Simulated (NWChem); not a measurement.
CH cation, singlet

```xyz
2

C      0.0000     0.0000    -0.1450
H      0.0000     0.0000     1.0022
```
Atoms are numbered in this order, from 1.

All runs: NWChem. Pople sets run with spherical d functions. Low-valent species are run as closed-shell singlets; no triplet was tried in these runs. Coordinates come from a PBE0/def2-SVP optimisation. Level: PBE0/6-31G* with SMD (1 M gas to 1 M solution), gas-phase geometry. Reactions with the solvent are ignored.

```csv
solvent,dielectric constant,solvation free energy (kcal/mol),cavity-dispersion-structure term (kcal/mol)
water,78.4,-85.9,6.1
acetone,20.5,-83.9,4.7
cyclohexane,2.02,-42.8,4.1
chlorobenzene,5.70,-72.3,4.5
1-propanol,20.5,-83.1,5.5
toluene,2.37,-49.4,4.4
chloroform,4.71,-69.0,4.3
```
